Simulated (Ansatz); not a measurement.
# From CH3 to CF3: predicting a member

On one C centre, n of the H ligands are replaced by F. The atomisation energy (no zero-point term) y in kJ/mol at CCSD(T)/CBS estimate. Shapes, held fixed at every level: PBE0-D4/def2-TZVP. Programs: Ansatz 0.2.0.

```
molecule  n  y (kJ/mol)
     CH3  0        1287
    CH2F  1        1312
    CHF2  2           ?
     CF3  3        1440
```

Fit y = c + s·n to the known rows and predict CHF2.


1. Means of the 3 rows: n = 1.33333, y = 1346.3.
2. Σ(Δn)² = 4.6667, Σ(Δn·Δy) = 246.67, so the slope is 246.67/4.6667 = 52.857.
3. Intercept: 1346.3 − (52.857) × 1.33333 = 1275.8. The largest residual of the fit is 17.
4. CHF2: 1275.8 + (52.857) × 2 = 1382 kJ/mol.

The run gave 1372 kJ/mol, so the prediction is off by +10 kJ/mol, within the scatter of the fit. The step per swap changes from +25 to +68 kJ/mol along the series, so a line misses the bend: the ligands act on one another. The slope is only an average step. Other levels give for CHF2: SPW92/def2-TZVPP 1689; B3LYP-D4/def2-TZVPP 1380; CCSD(T)/def2-SVP 1300 kJ/mol. The series runs otherwise at BHLYP-D4/def2-TZVPP, HF/def2-SVP, HF/def2-TZVPP. Open shells run unrestricted unless RO is named. The CBS estimate extrapolates MP2 from def2-TZVPP and def2-QZVPP and adds CCSD(T) − MP2 in the triple-zeta set, cores frozen.
